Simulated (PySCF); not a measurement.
PySCF input:

```python
from pyscf import gto, scf, dft

mol = gto.M(
    atom='''
    C    -0.00000000   -0.00000000   -0.71905699
    N     0.00000000    0.00000000    0.41165659
    H     0.00000000    0.00000000    1.43274585
    ''',
    basis='def2-tzvpd',
    charge=1,
    spin=1,
    symmetry='C2v',
    verbose=4,
)

mf = dft.UKS(mol, xc='tpss').density_fit(auxbasis='def2-universal-jkfit')
mf.grids.level = 3
mf.conv_tol = 1e-9
mf.max_cycle = 100
mf.max_memory = 1500
mf.kernel()
if not mf.converged:
    mf = mf.newton()
    mf.kernel(mf.make_rdm1())
mf.analyze()
```

### Question
Predict the final energy.

### Answer
-93.01341 Eh (TPSS/def2-TZVPD).
